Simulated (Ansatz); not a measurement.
The input, for Ansatz 0.2.0:

```yaml
crystal:
  periodic: [false, false, false]
  atoms:
    - {symbol: B, position_ang: [0.000000, 0.000000, 0.000000]}
    - {symbol: H, position_ang: [0.530797, 1.039994, 1.037636]}
    - {symbol: H, position_ang: [-0.543139, -1.033848, 1.037390]}
    - {symbol: H, position_ang: [-0.528399, 1.035067, -1.043767]}
    - {symbol: H, position_ang: [0.540741, -1.041213, -1.031259]}
basis:
  gaussian: {orbitals: 6-31G}
magnetization: {spin_polarized: true, initial_magnetization: 1}
correlation: {method: ccsdtq, electrons: outside_noble_gas}
```

```sh
$ ansatz run in.yaml --threads 1 --pin off --events-out ev --progress --plain --max-ram 2393MiB
```

Output:

```
406 factors; integrals over basis functions are off by at most 1.2e-7 eV
mean field evaluation 1: about -727.0599 eV, gradient 6.5e0 eV
mean field evaluation 2: about -727.0572 eV, gradient 6.5e0 eV
mean field evaluation 4: about -727.6988 eV, gradient 1.3e0 eV
mean field evaluation 8: about -727.7813 eV, gradient 5.2e-2 eV
mean field evaluation 16: about -727.7423 eV, gradient 8.8e-1 eV
mean field evaluation 32: about -725.9500 eV, gradient 2.6e-1 eV
mean field evaluation 64: about -725.9524 eV, gradient 7.4e-2 eV
mean field -727.78141397 eV, -26.7454736555 hartree, gradient 8.9e-7 eV, S^2 0.845210; 4 other end points of the search recorded, 0 dependent functions left out
determinant -727.78141397 eV, -26.7454736555 hartree, with singles and doubles -730.76098840 eV, -26.8549709960 hartree
determinant -725.95300921 eV, -26.6782810197 hartree, with singles and doubles -728.84200869 eV, -26.7844497925 hartree
1 core orbitals not correlated: weight in the atoms' cores, before any rotation towards them, 1.000 or more for the frozen orbitals, at most 0.000 for the correlated occupied ones
reference -727.78141397 eV, -26.7454736555 hartree; 4, 3 occupied and 12, 13 virtual orbitals, 406 factors
second order -1.97305339 eV of doubles, -0.00000000 eV of singles
cycle   1  -2.48037504 eV  change   -5.1e-1 eV  update   8.2e-2
cycle   2  -2.95634466 eV  change   -4.8e-1 eV  update   5.0e-2
cycle   3  -3.06115853 eV  change   -1.0e-1 eV  update   2.4e-2
cycle   4  -3.10432191 eV  change   -4.3e-2 eV  update   1.2e-2
cycle   5  -3.10890379 eV  change   -4.6e-3 eV  update   4.0e-3
cycle   6  -3.10755381 eV  change    1.3e-3 eV  update   1.5e-3
cycle   7  -3.10939260 eV  change   -1.8e-3 eV  update   6.4e-4
cycle   8  -3.10930268 eV  change    9.0e-5 eV  update   2.5e-4
cycle   9  -3.10913163 eV  change    1.7e-4 eV  update   1.1e-4
cycle  10  -3.10921444 eV  change   -8.3e-5 eV  update   3.4e-5
cycle  11  -3.10921148 eV  change    3.0e-6 eV  update   1.3e-5
cycle  12  -3.10919943 eV  change    1.2e-5 eV  update   5.2e-6
cycle  13  -3.10919785 eV  change    1.6e-6 eV  update   1.7e-6
cycle  14  -3.10919921 eV  change   -1.4e-6 eV  update   7.4e-7
cycle  15  -3.10919906 eV  change    1.5e-7 eV  update   2.7e-7
Total energy: -730.89061304 eV, -26.8597346136 hartree
```

For the same geometry and basis full CI lies 0.0 meV lower.

Ran on 1 thread of Intel Xeon, shared host: 32 s wall, 0.18 GiB peak host memory.
